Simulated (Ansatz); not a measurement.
Input file:

```yaml
crystal:
  periodic: [false, false, false]
  atoms:
    - {symbol: N, position_ang: [0.000000, 0.000000, 0.506747]}
    - {symbol: Mg, position_ang: [0.000000, 0.000000, -2.778701]}
    - {symbol: H, position_ang: [0.000000, 0.000000, 2.271953]}
basis:
  gaussian: {orbitals: 6-31G}
magnetization: {spin_polarized: false, initial_magnetization: 2}
correlation: {method: sc_nevpt2, electrons: outside_noble_gas, active_space: {window: {electrons: 8, orbitals: 9}, shells: [{species: H, l: s, shell: 1}, {species: Mg, l: s, shell: 3}, {species: Mg, l: p, shell: 3}, {species: "N", l: s, shell: 2}, {species: "N", l: p, shell: 2}]}}
```

```sh
$ ansatz run in.yaml --threads 1 --pin off --events-out ev --progress --plain --max-ram 2393MiB
```

Output:

```
499 factors; integrals over basis functions are off by at most 1.6e-7 eV
mean field evaluation 1: about -6916.7712 eV, gradient 2.6e1 eV
mean field evaluation 2: about -6916.7853 eV, gradient 2.7e1 eV
mean field evaluation 4: about -6918.3801 eV, gradient 1.8e1 eV
mean field evaluation 8: about -6919.2160 eV, gradient 2.8e0 eV
mean field evaluation 16: about -6919.8790 eV, gradient 2.6e-1 eV
mean field evaluation 32: about -6920.9507 eV, gradient 3.9e-1 eV
mean field evaluation 64: about -6918.0431 eV, gradient 1.1e1 eV
mean field evaluation 96: about -6916.7717 eV, gradient 2.6e1 eV
mean field evaluation 128: about -6919.8563 eV, gradient 4.9e-1 eV
mean field evaluation 160: about -6919.9191 eV, gradient 5.9e-1 eV
mean field evaluation 192: about -6920.1552 eV, gradient 2.1e0 eV
mean field evaluation 224: about -6919.9154 eV, gradient 4.0e-1 eV
mean field -6922.95494950 eV, -254.4139018467 hartree, gradient 1.9e-6 eV, S^2 2.000000; 3 other end points of the search recorded, 0 dependent functions left out
reference -6922.95494950 eV, -254.4139018467 hartree; 11, 9 occupied and 13, 15 virtual orbitals, 499 factors
state -6926.04423504 eV, -254.5274309965 hartree
state -6926.04423504 eV, -254.5274309965 hartree; corrected -6926.87492039 eV, -254.5579581199 hartree
Total energy: -6926.87492039 eV, -254.5579581199 hartree
Checks for a lower state left out: starts, orbital_swaps
```

Natural occupations: 1.9973 1.8517 1.6949 1.0002 1.0002 0.3064 0.0525 0.0525 0.0445.

For the same geometry and basis full CI lies 337.0 meV lower.

Ran on 1 thread of INTEL XEON PLATINUM 8581C, shared host: 2.7 s wall, 0.18 GiB peak host memory.
